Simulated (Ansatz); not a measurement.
Reaction (substitution at a C–F bond): `CNCF` + `C=N` → `C=NCNC` + H–F

Computed with Ansatz on PBE0-D4/def2-TZVP structures; ΔE is electronic, products minus reactants. CCSD(T)/CBS is the MP2 limit (def2-TZVPP, def2-QZVPP) plus CCSD(T) − MP2 in def2-TZVPP, frozen cores. This one scheme is used for every species. DFT in def2-TZVPP. B3LYP here is the variant with VWN-RPA as its local correlation; programs differ in this. One conformer a species, not always the lowest.

CCSD(T)/CBS gives -15.3 kJ/mol.

Another level gave -1.1 kJ/mol. Which?
A. B3LYP/def2-TZVPP
B. CCSD/def2-TZVPP
C. HF/def2-TZVPP
D. ωB97X-V/def2-TZVPP

D. ωB97X-V -1.1, CCSD/def2-TZVPP -9.1, HF/def2-TZVPP 11.3, B3LYP 6.9 kJ/mol.

Largest T1 diagnostic among the species: 0.012.

The D4 term adds −9.4 kJ/mol with B3LYP and −5.3 kJ/mol with PBE0; it sums over pairs of atoms, weighted by their polarisabilities, and B3LYP, whose exchange is more repulsive, gets the larger term. In def2-TZVPP, CCSD(T) changes the Hartree–Fock value by −23.4 kJ/mol (the triples alone add −3.0 kJ/mol) and MP2 by −33.5 kJ/mol.
